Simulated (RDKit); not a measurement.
RDKit input (MMFF94):

```python
from rdkit import Chem
from rdkit.Chem import AllChem, rdDetermineBonds

mol = Chem.MolFromXYZFile('mol.xyz')
rdDetermineBonds.DetermineBonds(mol, charge=0)
print('SMILES', Chem.MolToSmiles(Chem.RemoveHs(mol)))
ff = AllChem.MMFFGetMoleculeForceField(mol, AllChem.MMFFGetMoleculeProperties(mol))
e0 = ff.CalcEnergy()
flag = ff.Minimize(maxIts=5000, forceTol=1e-5)
print(f'energy {e0:.4f} -> {ff.CalcEnergy():.4f} kcal/mol, converged: {flag == 0}')
print(Chem.MolToXYZBlock(mol))
```
mol.xyz:
```
13

N      0.00263079     0.00150205     0.36900491
C      0.00339631     1.38522928    -0.06543536
C      1.19749666    -0.69632477    -0.06547556
C     -1.20217131    -0.68963439    -0.04839455
H     -0.00415039     1.48850833    -1.16610490
H      0.89147566     1.89250279     0.31476132
H     -0.87633860     1.89743154     0.32734475
H      1.28282323    -0.75494226    -1.16614821
H      1.19556909    -1.71431502     0.32727501
H      2.08370014    -0.18578123     0.31472119
H     -1.30348316    -0.74773152    -1.14773870
H     -2.08001233    -0.17417261     0.34435879
H     -1.20032911    -1.70763515     0.34432918
```

From the last part of the output:

```
SMILES CN(C)C
energy 7.9371 -> 7.3686 kcal/mol, converged: True
13

N      0.002872    0.001643    0.403036
C      0.003396    1.386840   -0.065973
C      1.198887   -0.697137   -0.065999
C     -1.203574   -0.690439   -0.048907
H     -0.004198    1.454662   -1.159991
H      0.886221    1.918545    0.306285
H     -0.871064    1.923445    0.318787
H      1.253589   -0.737909   -1.160018
H      1.220685   -1.722888    0.318742
H      2.103526   -0.203459    0.306259
H     -1.274062   -0.730861   -1.142035
H     -2.100058   -0.191739    0.336165
H     -1.225614   -1.716067    0.336147
```
